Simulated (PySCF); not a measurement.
## P2: energy against distance

Set-up: PySCF, no relativity, basis sets P def2-TZVPPD. Energies in eV from P + P in their ground configurations at the same level. State: ¹Σg⁺ (singlet), closed shell.

All columns are r²SCAN.

```
R (Å)  E (eV)  HOMO (eV)  LUMO (eV)  Mayer bond order  ⟨S²⟩
1.619  -2.762      -7.15      -2.46              2.76  0.00
1.695  -3.919      -7.27      -2.71              2.76  0.00
1.770  -4.574      -7.36      -2.96              2.77  0.00
1.827  -4.818      -7.41      -3.13              2.78  0.00
1.883  -4.901      -7.41      -3.30              2.79  0.00
1.940  -4.859      -7.27      -3.47              2.81  0.00
2.015  -4.658      -7.11      -3.67              2.83  0.00
2.109  -4.246      -6.93      -3.91              2.87  0.00
2.222  -3.614      -6.75      -4.17              2.90  0.00
2.373  -2.668      -6.54      -4.46              2.94  0.00
```
